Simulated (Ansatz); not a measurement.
`C[S][MgH]` + `O[SiH3]` → `[MgH][O][SiH3]` + CH₃SH at 600 K and 1 bar (ligand exchange at a Mg–S bond).

Program: Ansatz. Geometries: PBE0-D4/def2-TZVP. ΔE: electronic, gas phase. CCSD(T)/CBS adds triple-zeta CCSD(T) − MP2 to the extrapolated MP2 energy (def2 sets, frozen cores). This one scheme is used for every species. For Mg outer-core shells are correlated without core-valence functions, which leaves a few kJ/mol of doubt a bond.

| species | CCSD(T)/CBS energy (Eh) | H − E (kJ/mol) | S (J/(mol·K)) |
| --- | --- | --- | --- |
| `C[S][MgH]` | -638.14397 | 159.7 | 377.0 |
| `O[SiH3]` | -366.69042 | 135.7 | 307.9 |
| `[MgH][O][SiH3]` | -566.62487 | 137.2 | 369.9 |
| CH₃SH | -438.22835 | 152.3 | 296.8 |

H − E and S are ideal-gas, rigid-rotor, harmonic terms from PBE0-D4/def2-TZVP. 1 Eh = 2625.50 kJ/mol, R = 8.31446 J/(mol·K).

Q: By hand: ΔE, ΔH, ΔS and ΔG.

A: ΔE = (-566.62487) + (-438.22835) − (-638.14397) − (-366.69042) = -0.01883 Eh = -49.4 kJ/mol. Δ(H − E) = 137.2 + 152.3 − 159.7 − 135.7 = -5.9, so ΔH = -55.3 kJ/mol. ΔS = 369.9 + 296.8 − 377.0 − 307.9 = -18.2 J/(mol·K). ΔG = -55.3 − 600 × (-18.2)/1000 = -44.4 kJ/mol.

Q: By hand: the equilibrium constant, and the temperature at which ΔG would vanish if ΔH and ΔS stayed fixed.

A: log₁₀ K = −ΔG/(RT ln 10) = 3.9. ΔG = 0 at ΔH/ΔS = 3038 K, far beyond where these terms or the molecules hold.

ΔH outweighs TΔS. A doubt of 5 kJ/mol in ΔE shifts log₁₀ K by 0.4 here. These are equilibria of isolated gas molecules and say nothing of rates. Largest T1 diagnostic: 0.011 (customary marks: 0.02 for closed shells, 0.045 for open ones).
